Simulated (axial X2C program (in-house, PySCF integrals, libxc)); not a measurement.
**Working with the constants of BP⁻**

A bond curve at the PBE0 level, 2c, was computed with an in-house relativistic program for diatomic molecules (basis P dyall-av3z [9s8p3d2f], B dyall-av3z [8s7p3d2f] (cores contracted in-house)) for the state Ω = 1/2 (⟨Sz⟩ = 0.50, ⟨Lz⟩ = 0.00 at PBE0). Its fit gives Re = 1.6965 Å, ωe = 1049.7 cm⁻¹, ωexe = 5.54 cm⁻¹ and αe = 5.254e-03 cm⁻¹; the masses are 30.9738 and 11.0093 u. Two-component means X2C with spin–orbit coupling and atomic mean-field Coulomb and Gaunt terms.

Problem. Find the reduced mass, Be and the force constant.

Solution. From the PBE0 values: μ = 8.1223 u. Be = 16.8576/(μ Re²) = 0.7211 cm⁻¹. k = 5.8918×10⁻⁷ μ ωe² = 5.27 mdyn/Å.

Problem. Estimate the centrifugal constant by the Kratzer relation.

Solution. D = 4Be³/ωe² = 1.36e-06 cm⁻¹.

Problem. A Morse curve ties αe to the other constants (Pekeris). How well does that hold?

Solution. αe(Morse) = 6Be²/ωe × (√(ωexe/Be) − 1) = 5.266e-03 cm⁻¹; the PBE0 curve gives 5.254e-03 cm⁻¹, a ratio of 1.00.

Problem. Where do the fundamental and the first overtone lie?

Solution. ν(1←0) = ωe − 2ωexe = 1038.6 cm⁻¹; ν(2←0) = 2ωe − 6ωexe = 2066.2 cm⁻¹.

Problem. Estimate De from a Morse curve and compare with the computed well depth of 5.407 eV to P- + B.

Solution. De(Morse) = ωe²/(4ωexe) = 6.165 eV against 5.407 eV computed, a ratio of 1.14. For De the Morse form works well here.

The state is one determinant whose occupation by symmetry is held fixed; it was picked as the lowest of a PBE0 search that is not exhaustive. Dissociation energies refer to the lowest single-determinant-based atoms at the same level and basis. Density functionals use the spin component along the axis (collinear). The 2c atoms are single determinants rather than J levels; their spin–orbit lowering is only partly caught, and De is too large by that part. This holds for PBE0. Without a current term, density functionals place determinants with orbital angular momentum somewhat too high.
